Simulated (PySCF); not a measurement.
Geometries of 2 isomers of C4H8, from PBE0-D3(BJ)/def2-SVP geometry optimisation, gas phase (PySCF 2.14.0). One conformer each, no zero-point energy, no frequencies.

Task: Which isomer lies lower at this level?
A.
```xyz
12
angstrom
C      1.963    0.063   -0.094
C      0.508    0.116   -0.423
C     -0.489   -0.122    0.434
C     -1.944   -0.078    0.102
H      2.481   -0.709   -0.689
H      2.130   -0.161    0.970
H      2.462    1.019   -0.325
H      0.251    0.371   -1.461
H     -0.232   -0.374    1.472
H     -2.481    0.639    0.746
H     -2.421   -1.059    0.263
H     -2.112    0.213   -0.945
```
B.
```xyz
12
angstrom
C      1.409   -0.032    0.470
C      0.233   -0.172   -0.459
C     -1.092   -0.651    0.056
C     -0.923    0.779   -0.371
H      1.948   -0.987    0.585
H      1.084    0.288    1.473
H      2.128    0.717    0.100
H      0.494   -0.507   -1.469
H     -1.691   -1.313   -0.576
H     -1.178   -0.860    1.127
H     -1.406    1.108   -1.296
H     -0.890    1.546    0.410
```

Result: A. That is `C/C=C/C`, 3.5 kcal/mol below the other.

```json
{"SMILES": "C/C=C/C", "atoms numbered as above": "[CH3:1]/[CH:2]=[CH:3]/[CH3:4]", "E (Eh)": "-156.91818", "relative (kcal/mol)": "0.0", "relative (kJ/mol)": "0.0", "dipole (D)": "0.01"}
{"SMILES": "CC1CC1", "atoms numbered as above": "[CH3:1][CH:2]1[CH2:3][CH2:4]1", "E (Eh)": "-156.91253", "relative (kcal/mol)": "3.5", "relative (kJ/mol)": "14.8", "dipole (D)": "0.14"}
```

As drawn, the lower has a C=C bond outside aromatic rings, which the higher lacks; the higher has a three-membered ring, which the lower lacks.
